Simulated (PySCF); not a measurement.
Molecule: SMILES C(=C)=CC=C, C$_{5}$H$_{6}$.

Molfile (atoms numbered from 1):
```
C5H6
     RDKit          3D

 11 10  0  0  0  0  0  0  0  0999 V2000
    1.9816    1.4580    0.7811 C   0  0  0  0  0  0  0  0  0  0  0  0
    0.9420    0.6764    0.6630 C   0  0  0  0  0  0  0  0  0  0  0  0
   -0.1072   -0.1112    0.5356 C   0  0  0  0  0  0  0  0  0  0  0  0
   -0.6968   -0.4884   -0.7438 C   0  0  0  0  0  0  0  0  0  0  0  0
   -1.7648   -1.2876   -0.8690 C   0  0  0  0  0  0  0  0  0  0  0  0
    3.0004    1.0535    0.7933 H   0  0  0  0  0  0  0  0  0  0  0  0
    1.8703    2.5445    0.8745 H   0  0  0  0  0  0  0  0  0  0  0  0
   -0.5721   -0.5127    1.4460 H   0  0  0  0  0  0  0  0  0  0  0  0
   -0.2162   -0.0778   -1.6383 H   0  0  0  0  0  0  0  0  0  0  0  0
   -2.2651   -1.7122    0.0070 H   0  0  0  0  0  0  0  0  0  0  0  0
   -2.1720   -1.5426   -1.8498 H   0  0  0  0  0  0  0  0  0  0  0  0
  1  2  2  0
  2  3  2  0
  3  4  1  0
  4  5  2  0
  1  6  1  0
  1  7  1  0
  3  8  1  0
  4  9  1  0
  5 10  1  0
  5 11  1  0
M  END
```

Geometry PBE0-D3(BJ)/def2-SVP throughout; GIAO in PySCF 2.14, gas phase, one conformer, non-relativistic; equivalent atoms averaged; functional PBE0.

For orientation, pcSseg-2 gives these absolute shieldings σ: C2 -49.2, C4 38.5, C5 59.4, C3 81.6, C1 103.1, H9 24.70, H11 26.05, H10 25.84, H6/H7 26.10 ppm.

A run gave: C2 -39.9, C4 45.7, C5 66.3, C3 87.5, C1 108.5, H9 24.92, H11 26.33, H10 26.13, H6/H7 26.40 ppm (absolute shieldings σ).

**Question.** Which basis set was used in that run?
A. def2-TZVP
B. cc-pVDZ
C. 6-31G*
D. pcSseg-0
E. def2-SVP

**Answer.** A. C5 tells them apart best: def2-TZVP gives 66.3, 6-31G* gives 81.6, cc-pVDZ gives 80.6, def2-SVP gives 77.9, pcSseg-0 gives 63.0 ppm.
